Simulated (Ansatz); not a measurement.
# CH₂Al+ (triplet): the correlation ladder, 6-31G

One table from this session's results is given with a row withheld; the runs are named, their logs left out.

Program: Ansatz 0.2.0, Gaussian basis. Level of theory: 6-31G, core rule «outside noble gas», up to 6 orbitals frozen. These are calculated values, not measurements.

To be run: UHF; CCSD(T) on ROHF; CCSD(T) on UHF; BCCD(T) on ROHF; CISD; CCSDT(Q) on ROHF; CCSDT(Q) on UHF; CISDTQ; CCSDTQ on ROHF; Full CI.

15 further runs of the same task are left out: 4 for a known fault of the program, 5 that didn't finish, 6 set aside as unsound or not needed.

## The system

The geometry is a PBE0/def2-TZVP stationary point (not a proven minimum) of the parent state, kept for this charge and spin.

4 atoms, charge 1, spin multiplicity 3.

Atoms are counted from 1 here; the program's logs count them from 0.

Bond lengths: Al1–C2 1.948 Å, C2–H3 1.088 Å, C2–H4 1.088 Å. Angles: Al1–C2–H3 122.6°, Al1–C2–H4 122.6°, H3–C2–H4 114.8°.

Geometry (Å):

```xyz
4
CH2Al
Al    0.00000    0.00000    0.69504
C     0.00000    0.00000   -1.25276
H     0.00000    0.91630   -1.83871
H     0.00000   -0.91630   -1.83871
```

Set-up of the first run:

in.yaml

```yaml
crystal:
  periodic: [false, false, false]
  atoms:
    - {symbol: Al, position_ang: [0.000000, 0.000000, 0.695038]}
    - {symbol: C, position_ang: [0.000000, 0.000000, -1.252764]}
    - {symbol: H, position_ang: [0.000000, 0.916303, -1.838714]}
    - {symbol: H, position_ang: [0.000000, -0.916304, -1.838714]}
basis:
  gaussian: {orbitals: 6-31G}
total_charge: 1
magnetization: {spin_polarized: true, initial_magnetization: 2}
hamiltonian: {xc: hf}
output: {orbitals: {seedname: orbitals}}
```

The run is started by

```bash
$ ansatz run in.yaml --threads 1 --pin off --events-out ev --progress --plain --max-ram 2393MiB
```

Steps of the session up to this table: UHF; CCSD(T) on ROHF; CCSD(T) on UHF; BCCD(T) on ROHF; CISD; CCSDT(Q) on ROHF; CCSDT(Q) on UHF; CISDTQ; CCSDTQ on ROHF; Full CI.

One table of the session follows, with a row left open; its other results are not shown here.

| method | from FCI (kcal/mol) |
| --- | --- |
| ROHF | +73.34 |
| UHF | ? |
| RMP2 | +16.35 |
| UMP2 | +16.04 |
| CISD | +5.35 |
| RCCSD | +2.14 |
| UCCSD | +1.89 |
| RCCSD(T) | +0.48 |
| UCCSD(T) | +0.46 |
| BCCD(T) | +0.53 |
| RCCSDT | +0.13 |
| UCCSDT | +0.10 |
| CISDTQ | +0.15 |
| RCCSDT(Q) | +0.01 |
| UCCSDT(Q) | -0.02 |
| RCCSDTQ | +0.01 |
| FCI | 0 |

Estimate the missing values for UHF.

The run gave: from FCI (kcal/mol): +69.26. In the column «from FCI (kcal/mol)» it lies between RMP2 (+16.35) and ROHF (+73.34).

Limits of these values: Levels on UHF freeze UHF's core orbitals, full CI those of ROHF, so the U rows can settle a little off it for that reason alone. Restricted and unrestricted rows rest on different reference determinants; where their highest levels disagree by more than a few hundredths of an eV, they describe different states and don't form one ladder.
